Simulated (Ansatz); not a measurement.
# AlN (singlet): the correlation ladder at distance Al1–N2 = 2.288 Å, 6-31G

The task here is to estimate one member of a computed series from the others.

Computed with Ansatz 0.2.0, Gaussian basis. Level: 6-31G, core rule «outside noble gas», up to 6 orbitals frozen.

The runs, in order: UHF; CCSD(T) on RHF; CCSD(T) on UHF; BCCD(T) on RHF; CISD; CCSDT(Q) on RHF; CCSDT(Q) on UHF; CISDTQ; CCSDTQ on RHF; CCSDTQ on UHF; CASSCF and MRCISD+Q, 2 electrons in 2 orbitals; CASSCF and NEVPT2, 2 electrons in 2 orbitals; CASSCF and MRCISD+Q, 8 electrons in 8 orbitals; CASSCF and MRCISD+Q(relaxed), 8 electrons in 8 orbitals; CASSCF and NEVPT2, 8 electrons in 8 orbitals; Full CI; Full CI in the symmetry of the determinant.

22 further runs of the same task are left out: 3 for a known fault of the program, 15 that didn't finish, 4 set aside as unsound or not needed.

**The system**

The geometry derives from a PBE0/def2-TZVP stationary point (not a proven minimum). One bond is set to the value named and the two fragments are kept rigid.

2 atoms, charge 0, spin multiplicity 1.

Atoms are counted from 1 here; the program's logs count them from 0.

Bond lengths: Al1–N2 2.288 Å.

The first run:

Input file in.yaml:

```yaml
crystal:
  periodic: [false, false, false]
  atoms:
    - {symbol: Al, position_ang: [0.000000, 0.000000, 0.000000]}
    - {symbol: N, position_ang: [0.000000, 0.000000, 2.288000]}
basis:
  gaussian: {orbitals: 6-31G}
magnetization: {spin_polarized: true, initial_magnetization: 0}
hamiltonian: {xc: hf}
output: {orbitals: {seedname: orbitals}}
```

Command:

```bash
> ansatz run in.yaml --threads 1 --pin off --events-out ev --progress --plain --max-ram 2393MiB
```

Among the steps run: UHF; CCSD(T) on RHF; CCSD(T) on UHF; BCCD(T) on RHF; CISD; CCSDT(Q) on RHF; CCSDT(Q) on UHF; CISDTQ; CCSDTQ on RHF; CCSDTQ on UHF; CASSCF and MRCISD+Q, 2 electrons in 2 orbitals; CASSCF and NEVPT2, 2 electrons in 2 orbitals; CASSCF and MRCISD+Q, 8 electrons in 8 orbitals; CASSCF and MRCISD+Q(relaxed), 8 electrons in 8 orbitals; CASSCF and NEVPT2, 8 electrons in 8 orbitals; Full CI; Full CI in the symmetry of the determinant.

One of the session's tables, all rows but one given; the rest of the session is left out.

It belongs to the step «Misses and costs». 

```
                   method  from FCI (kcal/mol)
              CASSCF pair               +73.53
              NEVPT2 pair               +19.60
              MRCISD pair                +7.52
            MRCISD+Q pair                +0.99
           CASSCF valence               +34.24
           NEVPT2 valence                +9.30
           MRCISD valence                    ?
         MRCISD+Q valence                +1.35
MRCISD+Q(relaxed) valence                +0.02
                      FCI                    0
```

**Question.** Estimate the row for MRCISD valence.

The run gave: from FCI (kcal/mol): +2.28. In the column «from FCI (kcal/mol)» it lies between MRCISD+Q valence (+1.35) and MRCISD pair (+7.52).

Left out of the table: RHF, UHF, RMP2, UMP2, CISD, RCCSD, UCCSD, RCCSD(T), UCCSD(T), BCCD(T), RCCSDT, UCCSDT, CISDTQ, RCCSDT(Q), UCCSDT(Q), RCCSDTQ, UCCSDTQ (another determinant or state than the rows shown).

To keep in mind: The determinant is far from a pure spin state, so its energy mixes those of several spin states (harmless only where they are near-degenerate, as at dissociation). The report flags that the cluster equations may have other roots.
